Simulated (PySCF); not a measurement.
# C4H9Cl (Propane, 2-chloro-2-methyl-): the cost of one run

Computed with PySCF 2.14.0, with density-fitted response routines of our own, on a single molecule in the gas phase. Atoms count from 0, in the outputs and in this text.

**1. Starting geometry**

14 atoms, charge 0, multiplicity 1; geometry from: MMFF94s.

Bonds of the start (Å): C0–C1 1.53, C1–C2 1.53, C1–C3 1.53, C1–Cl4 1.80, C0–H5 1.10, C0–H6 1.10, C0–H7 1.10, C2–H8 1.10, C2–H9 1.10, C2–H10 1.10, C3–H11 1.10, C3–H12 1.10, C3–H13 1.10.

**2. Relaxing the molecule at PBE0-D3(BJ)/def2-SVP**

What the job is given:

```
{"job": {"xc": "PBE0", "basis": "def2-SVP", "d3": "d3bj", "grid": 1, "kind": "geom"}, "charge": 0, "multiplicity": 1}
C     -0.297903     1.424330    -0.004289
C      0.034514    -0.021515     0.368707
C      1.358813    -0.446105    -0.268514
C     -1.092896    -0.958286    -0.068904
Cl     0.201765    -0.125775     2.155443
H     -0.409030     1.533506    -1.089100
H     -1.236099     1.751715     0.458192
H      0.491939     2.112718     0.317506
H      2.182281     0.204321     0.047915
H      1.621945    -1.475018     0.002373
H      1.301050    -0.397182    -1.361836
H     -1.229631    -0.925862    -1.155797
H     -2.047225    -0.679252     0.392265
H     -0.879524    -1.997594     0.206037
```

The run is started by

```bash
OMP_NUM_THREADS=1 python probes_run.py task.json out
```

One launch serves the whole session: the jobs run in the order shown.

**Question.** How long does this first job take on 1 thread of Arm Neoverse V1, shared host, and how much memory does it need?

About 44 s, with a peak of 0.48 GiB.
